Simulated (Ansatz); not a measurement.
Results of revPBE (PAW; Ansatz, a program for electronic structure) for bcc Rb.

Numerical settings: plane-wave cutoff 520 eV, 14×14×14 k mesh, Fermi–Dirac smearing 0.05 eV, scalar-relativistic PAW data made under PBE.

Equation-of-state points:

```
V (Å³/atom)  E − E_lowest (meV/atom)  P (GPa)
-----------  -----------------------  -------
93.273                          2.93    0.165
95.258                          1.26    0.105
97.242                          0.31    0.050
99.227                          0.00    0.000
101.211                         0.28   -0.045
103.196                         1.10   -0.086
105.180                         2.41   -0.124
```

Estimate the bulk modulus and its pressure derivative from these points.

V0 = 99.234 Å³/atom, B0 = 2.38 GPa, B′ = 3.7 (fit to the energies at full precision).

Measured, for comparison: bulk modulus 2.92 GPa (corrected for temperature and zero-point phonon effects, our sources range from 2.92 to 3.60; as tabulated in Levämäki et al. (2014), arXiv:1402.3671); equilibrium volume per atom 86.68 Å³/atom (low-temperature or extrapolated to 0 K; zero-point anharmonic expansion removed; as tabulated in Csonka et al. (2009), arXiv:0903.4037). Computed (rounded) less measured: bulk modulus not scored (sources differ), equilibrium volume per atom +14.5 %.

The computed numbers hold no vibrational or temperature effects.
